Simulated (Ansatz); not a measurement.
Basis or method: vertical ionisation to the singlet of HOGe

HOGe, doublet; coordinates (Å): Ge 0.000 0.013 0.343; O 0.000 -0.107 -1.439; H 0.000 0.737 -1.900. Quantity: vertical ionisation to the singlet.

Ansatz 0.2.0, basis cc-pVDZ or cc-pVTZ; geometries are PBE0/def2-TZVP minima. Wave-function levels freeze the cores with the filled d shells of p-block atoms; HF, MP2 and coupled cluster are restricted for singlets and unrestricted otherwise, restricted open-shell where a d shell is frozen, Kohn–Sham unrestricted where that lies lower. The reference is CCSDT(Q) or CCSDTQ (coupled cluster only where its series has nearly closed). Semilocal and hybrid functionals correlate all electrons outside any core potential and usually lie nearer their basis limit than the reference, so part of their error here is the reference's basis and frozen-core error; RPA and the MP2 part of double hybrids freeze the same cores as the reference. None of these values is a measured one. Energies are electronic, without zero-point terms. No spin–orbit coupling and no scalar relativity. The species are chosen: bound, without strong static correlation by their natural occupations or amplitudes, in their lowest spin state as far as vertical gaps and like structures tell, with only the lowest ion state computed, and with a ladder that closes on the reference, so errors are smaller than for species at large; levels whose determinant breaks symmetry or spin markedly are left out.

| level | cc-pVDZ (eV) | cc-pVTZ (eV) |
| --- | --- | --- |
| reference | 6.760 (CCSDTQ) | 6.988 (CCSDT(Q)) |
| MP2 | 6.725 | 6.924 |
| CCSD | 6.798 | 7.005 |
| CCSD(T) | 6.764 | 6.994 |
| CCSDT | 6.763 | 6.997 |
| PBE | 6.970 | 7.041 |
| B3LYP | 7.073 | 7.145 |
| B2PLYP | 6.892 | 7.003 |

From cc-pVDZ to cc-pVTZ the reference moves by 0.228 eV and PBE by 0.071; the step from CCSD(T) to the reference is -0.005 in the first and -0.006 in the last.
